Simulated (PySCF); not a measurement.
Computed with PBE-D3(BJ)/def2-TZVP // CAM-B3LYP-D3(BJ)/def2-TZVP in PySCF 2.14.0. Isolated molecules, 0 K electronic values unless said otherwise. Excitations are Tamm–Dancoff values on a coarser integration grid. The basis has no diffuse functions, so Rydberg states are missing or too high.

Reference species (SMILES): `Cl[Si](Cl)(Cl)Cl` (neutral, multiplicity 1).

* **S1 excitation (TDA)**: 6.66 eV
* **dipole moment**: 0.00 D
* **HOMO–LUMO gap**: 6.51 eV

Changed species: `Cl[SiH2]Cl` (2 of 4 Cl replaced by H; the reference has 0 of 4 Cl replaced by H).

Problem. What does the change do to the S1 excitation (TDA), dipole moment and HOMO–LUMO gap?

Solution. the S1 excitation (TDA) rises by 0.28 eV, to 6.94 eV; the dipole moment rises by 1.06 D, to 1.06 D; the HOMO–LUMO gap goes up by 0.33 eV, to 6.84 eV.
